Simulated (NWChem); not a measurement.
System: methanethiol (CH₄S); SMILES SC

Here is an NWChem input.

```
start job
memory heap 200 mb stack 900 mb global 1100 mb
geometry units angstroms noautoz
  C      0.007372     1.144073     0.000000
  S      0.073678    -0.666908     0.000000
  H     -0.485965     1.537229     0.899863
  H      1.050474     1.489261     0.000000
  H     -0.485965     1.537229    -0.899863
  H     -1.259317    -0.880595     0.000000
end
basis spherical
  * library 6-31g*
end
dft
  xc xwpbe 1.00 cpbe96 1.0 hfexch 1.00
  cam 0.05 cam_alpha 0.0 cam_beta 1.0
  iterations 150
  vectors input atomic output neutral.movecs
end
task dft energy
charge 1
dft
  odft
  mult 2
  vectors input atomic output cation.movecs
end
task dft energy
```

Excerpt of the output:

```
             Northwest Computational Chemistry Package (NWChem) 7.3.0
             --------------------------------------------------------

 CS  symmetry detected

                             Geometry "geometry" -> ""
                             -------------------------

 Output coordinates in angstroms (scale by  1.889725989 to convert to a.u.)

  No.       Tag          Charge          X              Y              Z
 ---- ---------------- ---------- -------------- -------------- --------------
    1 C                    6.0000     0.01180970     1.14875612     0.00000000
    2 S                   16.0000     0.06855391    -0.66254969     0.00000000
    3 H                    1.0000    -0.47944480     1.54451116     0.89986300
    4 H                    1.0000     1.05671955     1.48843237     0.00000000
    5 H                    1.0000    -0.47944480     1.54451116    -0.89986300
    6 H                    1.0000    -1.26555065    -0.86919632     0.00000000

 Effective nuclear repulsion energy (a.u.)      56.2440185353

      Symmetry information
      --------------------

 Group name             Cs
 Group number              2
 Group order               2
 No. of unique centers     5

  pbe96 is a nonlocal functional; adding pw91lda local functional.

                                 NWChem DFT Module
                                 -----------------

 Summary of "ao basis" -> "ao basis" (spherical)
 ------------------------------------------------------------------------------
       Tag                 Description            Shells   Functions and Types
 ---------------- ------------------------------  ------  ---------------------
 C                           6-31g*                  6       14   3s2p1d
 S                           6-31g*                  8       18   4s3p1d
 H                           6-31g*                  2        2   2s

      Symmetry analysis of basis
      --------------------------

        a'         29
        a"         11

            General Information
            -------------------
          SCF calculation type: DFT
          Wavefunction type:  closed shell.
          No. of atoms     :     6
          No. of electrons :    26
           Alpha electrons :    13
            Beta electrons :    13
          Charge           :     0
          Spin multiplicity:     1
          Use of symmetry is: on ; symmetry adaption is: on
          Maximum number of iterations: 150
          AO basis - number of functions:    40
                     number of shells:    22
          Convergence on energy requested:  1.00D-06
          Convergence on density requested:  1.00D-05
          Convergence on gradient requested:  5.00D-04

              XC Information
              --------------
                     Hartree-Fock (Exact) Exchange  1.000
                     LC-wPBE(h)Exchange Functional  1.000
            Perdew 1991 LDA Correlation Functional  1.000 local
           PerdewBurkeErnz. Correlation Functional  1.000 non-local

           Range-Separation Parameters
           ---------------------------
           Alpha           :  0.00
           Beta            :  1.00
           Gamma           :  0.05
           Short-Range HF  :     F

             Grid Information
             ----------------
          Grid used for XC integration:  medium
          Radial quadrature: Mura-Knowles
          Angular quadrature: Lebedev.
          Tag              B.-S. Rad. Rad. Pts. Rad. Cut. Ang. Pts.
          ---              ---------- --------- --------- ---------
          C                   0.70       49           7.0       434
          S                   1.00       88           8.0       590
          H                   0.35       45           9.0       434
          Grid pruning is: on
          Number of quadrature shells:   272
          Spatial weights used:  Erf1

      Superposition of Atomic Density Guess
      -------------------------------------

 Sum of atomic energies:        -437.10886526

      Non-variational initial energy
      ------------------------------

 Total energy =    -437.945420
 1-e energy   =    -713.248396
 2-e energy   =     219.058957
 HOMO         =      -0.280463
 LUMO         =       0.071246

      Symmetry analysis of molecular orbitals - initial
      -------------------------------------------------

  Numbering of irreducible representations:

     1 a'          2 a"

  Orbital symmetries:

     1 a'          2 a'          3 a'          4 a'          5 a'
     6 a"          7 a'          8 a'          9 a'         10 a"
    11 a'         12 a'         13 a"         14 a'         15 a'
    16 a'         17 a'         18 a"         19 a'         20 a'
    21 a'         22 a"         23 a'

   convergence    iter        energy       DeltaE   RMS-Dens  Diis-err
 ---------------- ----- ----------------- --------- --------- ---------
 d= 0,ls=0.0,diis     1   -438.4150975375 -4.95D+02  1.39D-02  2.20D-01
 d= 0,ls=0.0,diis     2   -438.4272354828 -1.21D-02  7.89D-03  8.41D-02
 d= 0,ls=0.0,diis     3   -438.4355403092 -8.30D-03  2.95D-03  2.82D-02
 d= 0,ls=0.0,diis     4   -438.4392624985 -3.72D-03  6.41D-04  7.42D-04
 d= 0,ls=0.0,diis     5   -438.4393788066 -1.16D-04  1.09D-04  1.29D-05
  Resetting Diis
 d= 0,ls=0.0,diis     6   -438.4393807102 -1.90D-06  2.60D-05  1.12D-06
 d= 0,ls=0.0,diis     7   -438.4393808709 -1.61D-07  9.32D-06  3.25D-08

         Total DFT energy =     -438.439380870899
      One electron energy =     -715.236412376599
           Coulomb energy =      252.907836420073
    Exchange-Corr. energy =      -32.354823449709
 Nuclear repulsion energy =       56.244018535336

 Numeric. integr. density =       26.000001247474

                  Occupations of the irreducible representations
                  ----------------------------------------------

                     irrep           alpha         beta
                     --------     --------     --------
                     a'               10.0         10.0
                     a"                3.0          3.0

                       DFT Final Molecular Orbital Analysis
                       ------------------------------------

 Vector   11  Occ=2.000000D+00  E=-3.787569D-01  Symmetry=a'
              MO Center=  9.6D-02,  5.6D-01,  1.6D-13, r^2= 2.2D+00
   Bfn.  Coefficient  Atom+Function         Bfn.  Coefficient  Atom+Function
  ----- ------------  ---------------      ----- ------------  ---------------
    22      0.349746  2 S  py                 3     -0.291094  1 C  px
     4     -0.283371  1 C  py                35     -0.235960  4 H  s
    36     -0.196173  4 H  s                 40     -0.164768  6 H  s
    39     -0.158549  6 H  s                 21      0.157519  2 S  px
     7     -0.155985  1 C  px                 8     -0.155991  1 C  py

 Vector   12  Occ=2.000000D+00  E=-3.213252D-01  Symmetry=a'
              MO Center=  9.9D-02, -4.0D-01, -6.4D-14, r^2= 2.2D+00
   Bfn.  Coefficient  Atom+Function         Bfn.  Coefficient  Atom+Function
  ----- ------------  ---------------      ----- ------------  ---------------
    21      0.400557  2 S  px                22     -0.349465  2 S  py
    24      0.311369  2 S  s                 20      0.269711  2 S  s
     4      0.217314  1 C  py                40     -0.199055  6 H  s
    39     -0.162332  6 H  s                 17     -0.156528  2 S  px
     3     -0.152236  1 C  px                25      0.141289  2 S  px

 Vector   13  Occ=2.000000D+00  E=-2.259563D-01  Symmetry=a"
              MO Center=  2.6D-02, -5.1D-01,  1.8D-16, r^2= 1.8D+00
   Bfn.  Coefficient  Atom+Function         Bfn.  Coefficient  Atom+Function
  ----- ------------  ---------------      ----- ------------  ---------------
    23      0.681532  2 S  pz                27      0.435715  2 S  pz
    19     -0.260263  2 S  pz                34     -0.140137  3 H  s
    38      0.140137  5 H  s                  5     -0.113713  1 C  pz
    33     -0.097910  3 H  s                 37      0.097910  5 H  s
     9     -0.028537  1 C  pz

 Vector   14  Occ=0.000000D+00  E= 2.940327D-02  Symmetry=a'
              MO Center= -6.4D-02, -4.0D-01, -1.1D-15, r^2= 3.1D+00
   Bfn.  Coefficient  Atom+Function         Bfn.  Coefficient  Atom+Function
  ----- ------------  ---------------      ----- ------------  ---------------
     6      1.106736  1 C  s                 40     -0.891368  6 H  s
    26     -0.748457  2 S  py                25     -0.598424  2 S  px
    22     -0.357116  2 S  py                 8     -0.327075  1 C  py
    21     -0.320915  2 S  px                34     -0.286401  3 H  s
    38     -0.286401  5 H  s                  4     -0.209933  1 C  py

 Vector   15  Occ=0.000000D+00  E= 7.369743D-02  Symmetry=a'
              MO Center= -4.3D-01, -4.4D-01,  1.9D-15, r^2= 3.0D+00
   Bfn.  Coefficient  Atom+Function         Bfn.  Coefficient  Atom+Function
  ----- ------------  ---------------      ----- ------------  ---------------
    40     -1.276884  6 H  s                 24      1.163991  2 S  s
     6     -0.825876  1 C  s                 25     -0.773231  2 S  px
    26      0.690091  2 S  py                 8      0.674996  1 C  py
    20      0.424756  2 S  s                 21     -0.379619  2 S  px
     4      0.267551  1 C  py                22      0.244209  2 S  py

 Vector   16  Occ=0.000000D+00  E= 1.267367D-01  Symmetry=a'
              MO Center=  2.2D-01,  1.3D+00, -4.7D-16, r^2= 3.5D+00
   Bfn.  Coefficient  Atom+Function         Bfn.  Coefficient  Atom+Function
  ----- ------------  ---------------      ----- ------------  ---------------
     6      1.936909  1 C  s                 36     -1.329934  4 H  s
    34     -0.920978  3 H  s                 38     -0.920978  5 H  s
     8      0.710181  1 C  py                40      0.326469  6 H  s
     4      0.314496  1 C  py                20      0.256853  2 S  s
    24     -0.239805  2 S  s                  7      0.220391  1 C  px

     Multipole analysis of the density
     ---------------------------------

     L   x y z        total         alpha         beta         nuclear
     -   - - -        -----         -----         ----         -------
     0   0 0 0     -0.000000    -13.000000    -13.000000     26.000000

     1   1 0 0     -0.381910     -0.190955     -0.190955      0.000000
     1   0 1 0      0.571621      0.285811      0.285811     -0.000000
     1   0 0 1      0.000000      0.000000      0.000000      0.000000

     2   2 0 0    -14.197231    -12.908809    -12.908809     11.620387
     2   1 1 0      1.103102     -0.424286     -0.424286      1.951675
     2   1 0 1     -0.000000     -0.000000     -0.000000      0.000000
     2   0 2 0    -14.912886    -47.958311    -47.958311     81.003737
     2   0 1 1      0.000000      0.000000      0.000000      0.000000
     2   0 0 2    -16.690375    -11.236869    -11.236869      5.783363

                                 NWChem DFT Module
                                 -----------------

      Symmetry analysis of basis
      --------------------------

        a'         29
        a"         11

            General Information
            -------------------
          SCF calculation type: DFT
          Wavefunction type:  spin polarized.
          No. of atoms     :     6
          No. of electrons :    25
           Alpha electrons :    13
            Beta electrons :    12
          Charge           :     1
          Spin multiplicity:     2
          Use of symmetry is: on ; symmetry adaption is: on
          Maximum number of iterations: 150
          This is a Direct SCF calculation.
          AO basis - number of functions:    40
                     number of shells:    22
          Convergence on energy requested:  1.00D-06
          Convergence on density requested:  1.00D-05
          Convergence on gradient requested:  5.00D-04

              XC Information
              --------------
                     Hartree-Fock (Exact) Exchange  1.000
                     LC-wPBE(h)Exchange Functional  1.000
            Perdew 1991 LDA Correlation Functional  1.000 local
           PerdewBurkeErnz. Correlation Functional  1.000 non-local

           Range-Separation Parameters
           ---------------------------
           Alpha           :  0.00
           Beta            :  1.00
           Gamma           :  0.05
           Short-Range HF  :     F

             Grid Information
             ----------------
          Grid used for XC integration:  medium
          Radial quadrature: Mura-Knowles
          Angular quadrature: Lebedev.
          Tag              B.-S. Rad. Rad. Pts. Rad. Cut. Ang. Pts.
          ---              ---------- --------- --------- ---------
          C                   0.70       49           7.0       434
          S                   1.00       88           8.0       590
          H                   0.35       45           9.0       434
          Grid pruning is: on
          Number of quadrature shells:   272
          Spatial weights used:  Erf1

      Superposition of Atomic Density Guess
      -------------------------------------

 Sum of atomic energies:        -437.10886526

 Renormalizing density from      26.00 to     25

      Non-variational initial energy
      ------------------------------

 Total energy =    -427.039427
 1-e energy   =    -685.815765
 2-e energy   =     202.532320
 HOMO         =      -0.683523
 LUMO         =      -0.299032

   Symmetry analysis of molecular orbitals - initial alpha
   -------------------------------------------------------

  Numbering of irreducible representations:

     1 a'          2 a"

  Orbital symmetries:

     1 a'          2 a'          3 a'          4 a'          5 a'
     6 a"          7 a'          8 a'          9 a'         10 a"
    11 a'         12 a'         13 a"         14 a'         15 a'
    16 a'         17 a'         18 a"         19 a'         20 a'
    21 a'         22 a"         23 a'

   Symmetry analysis of molecular orbitals - initial beta
   ------------------------------------------------------

  Numbering of irreducible representations:

     1 a'          2 a"

  Orbital symmetries:

     1 a'          2 a'          3 a'          4 a'          5 a'
     6 a"          7 a'          8 a'          9 a'         10 a"
    11 a'         12 a'         13 a"         14 a'         15 a'
    16 a'         17 a'         18 a"         19 a'         20 a'
    21 a'         22 a"         23 a'

   convergence    iter        energy       DeltaE   RMS-Dens  Diis-err
 ---------------- ----- ----------------- --------- --------- ---------
 d= 0,ls=0.0,diis     1   -438.0106422916 -4.94D+02  1.70D-02  2.06D-01
                                                     1.70D-02  2.30D-01
 d= 0,ls=0.0,diis     2   -438.0269828832 -1.63D-02  1.07D-02  1.15D-01
                                                     1.01D-02  9.81D-02
 d= 0,ls=0.0,diis     3   -438.0921742044 -6.52D-02  2.22D-03  9.32D-03
                                                     2.74D-03  1.09D-02
 d= 0,ls=0.0,diis     4   -438.0980462843 -5.87D-03  7.44D-04  2.29D-03
                                                     6.94D-04  2.05D-03
 d= 0,ls=0.0,diis     5   -438.0992052624 -1.16D-03  1.49D-04  3.50D-05
                                                     1.37D-04  2.15D-05
  Resetting Diis
 d= 0,ls=0.0,diis     6   -438.0992278600 -2.26D-05  7.29D-05  4.50D-06
                                                     5.35D-05  2.16D-06
 d= 0,ls=0.0,diis     7   -438.0992308803 -3.02D-06  1.33D-05  1.18D-07
                                                     1.16D-05  7.07D-08
 d= 0,ls=0.0,diis     8   -438.0992309826 -1.02D-07  5.23D-06  3.28D-08
                                                     5.81D-06  3.41D-08

[...]
```

Level: LC-wPBE (HJS exchange hole, range parameter 0.05 per bohr)/6-31G* (spherical d), vertical spin-unrestricted ions. Geometry: optimised at PBE0/def2-SVP.
